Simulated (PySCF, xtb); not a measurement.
Relative energy of two structures of CH2ClSi+

We compare I, a singlet given by its coordinates, with II, `C=[Si+]Cl`, a singlet. Both are isolated ions in the gas phase, relaxed with PBE0-D4/def2-SVP.

I (Å):

```csv
atom,x (Å),y (Å),z (Å)
C,-0.7693,0.4204,0.1242
Cl,0.7970,-0.0039,-0.7712
Si,-1.2177,0.3939,-1.7096
H,-1.0413,-0.4131,0.7897
H,-0.6305,1.3698,0.6634
```

Close contacts (Å): C1–Cl2 1.85, C1–Si3 1.89, Cl2–Si3 2.26, C1–H4 1.10, C1–H5 1.10.

II (Å):

```xyz
5

C    -1.0667   -0.8530   -0.2681
Cl    0.6086   -2.5402    2.2474
Si   -0.2192   -2.1519    0.5038
H    -0.5310   -0.3339   -1.0823
H    -2.1398   -1.0186   -0.4696
```

Energies in hartree; the thermal terms are from GFN2-xTB frequencies at re-optimised GFN2-xTB minima (ideal gas, soft modes damped towards free rotors, one conformer each, 298.15 K, 1 atm) and include the zero-point energy:

|  | I | II |
| --- | --- | --- |
| E, CCSD(T)/def2-TZVP | −787.667494 | −787.649247 |
| zero-point energy | 0.026255 | 0.024393 |
| H(298 K) − E | 0.031042 | 0.029794 |
| G(298 K) − E | −0.000484 | −0.001248 |

Question: Work out ΔE, ΔE₀, ΔH and ΔG for I → II in kcal/mol (1 Eh = 627.51 kcal/mol) and the equilibrium ratio [II]/[I].

Answer: 1. ΔE = −787.649247 − (−787.667494) = +0.018247 Eh = +11.45 kcal/mol.
2. ΔE₀ = ΔE + ΔZPE = +0.018247 + (−0.001862) Eh = +10.28 kcal/mol.
3. ΔH = ΔE + (−0.001248) Eh = +10.67 kcal/mol.
4. ΔG = ΔE + (−0.000764) Eh = +10.97 kcal/mol, so ΔS = (ΔH − ΔG)/T = −4.3 J/(mol K).
5. kT = 0.9442 mEh, so K = [II]/[I] = exp(−ΔG/kT) = exp(−18.52) ≈ 9.1 × 10^−9.

Structure I is favoured at this temperature. An error of 1 kcal/mol in ΔG would change K by a factor of 5.4. GFN2-xTB gave ΔE the other sign. Large T1 diagnostics make the coupled-cluster value less sure. Mirror images and further conformers aren't counted.

Other levels gave ΔE = −24.6 (GFN2-xTB); +69.3 (HF/STO-3G, GFN2-xTB geometries); +15.6 (r2SCAN-D4/def2-SVP, GFN2-xTB geometries); +15.4 (PBE0-D4/def2-SVP); +17.4 (HF/def2-TZVP); +14.7 (MP2/def2-TZVP) kcal/mol. The correlated steps freeze 11 core orbitals. Programs: PySCF 2.14.0, xtb 6.7.1.
